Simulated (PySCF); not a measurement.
C5H8O.
Geometry (GFN2-xTB, Å), atoms numbered from 1 in this order:
```xyz
14
C5H8O angstrom
C     -1.7987    1.0850   -0.2273
O     -0.7050    0.5465   -0.9311
C     -0.2449   -0.6470   -0.3762
C      0.6253   -0.6510    0.8478
C      1.7260    0.1812    0.2664
C      1.1965   -1.0014   -0.4837
H     -1.5324    1.2986    0.8144
H     -2.6533    0.3968   -0.2391
H     -2.0690    2.0095   -0.7333
H     -0.9765   -1.4558   -0.4615
H      0.5422   -1.1642    1.7825
H      2.7095    0.0900    0.7100
H      1.4944    1.1718   -0.1005
H      1.6852   -1.8604   -0.8904
```

Vertical excitations from PySCF (density fitting, frozen core in the response, grid level 2 and gas phase unless stated; continuum runs use non-equilibrium linear response for the excitations) on a GFN2-xTB geometry. Reference run:

| settings | S1, eV (f) | S2, eV (f) | S3, eV (f) | S4, eV (f) | S5, eV (f) | S6, eV (f) | T1, eV (Tamm–Dancoff) | mean α (au) |
| --- | --- | --- | --- | --- | --- | --- | --- | --- |
| CAM-B3LYP/def2-SVPD, full TDDFT, 8 singlets | 7.31 (0.015) | 7.57 (0.005) | 7.85 (0.035) | 7.91 (0.043) | 8.12 (0.002) | 8.23 (0.014) | 7.08 | 59.4 |

Question: What do these settings give: (1) B97-2/def2-SVPD, TDA, 1 singlet; (2) PBE0/pcSseg-1, damping 0.1 at the start, DIIS from the seventh cycle, full TDDFT, 25 singlets?

Answer: 
```
                                                                                     settings    S1, eV (f)    S2, eV (f)    S3, eV (f)    S4, eV (f)    S5, eV (f)    S6, eV (f)  T1, eV (Tamm–Dancoff)  mean α (au)
                                                              B97-2/def2-SVPD, TDA, 1 singlet  7.04 (0.014)             –             –             –             –             –                   7.02         59.6
PBE0/pcSseg-1, damping 0.1 at the start, DIIS from the seventh cycle, full TDDFT, 25 singlets  7.68 (0.023)  8.00 (0.011)  8.25 (0.036)  8.40 (0.018)  8.53 (0.033)  8.58 (0.019)                   7.10         53.4
```

(1) S1 moves by -0.27 eV; functional and response scheme change together, so the shift can't be laid on one. (2) S1 moves by +0.37 eV; functional and basis change together, so the shift can't be laid on one. States are counted by energy in each run and needn't keep their character from row to row.

Question: Give the leading configurations of S1 (H = HOMO, L = LUMO) and the HOMO–LUMO gap of each run.

Answer: 
| settings | S1 configurations (weight) | S1 (eV) | orbital gap (eV) | S1 − gap (eV) |
| --- | --- | --- | --- | --- |
| CAM-B3LYP/def2-SVPD, full TDDFT, 8 singlets | H→L 0.86 | 7.31 | 10.25 | -2.94 |
| B97-2/def2-SVPD, TDA, 1 singlet | H→L 0.97 | 7.04 | 8.01 | -0.97 |
| PBE0/pcSseg-1, damping 0.1 at the start, DIIS from the seventh cycle, full TDDFT, 25 singlets | H→L 0.95 | 7.68 | 8.97 | -1.29 |

One conformer stands for the species.
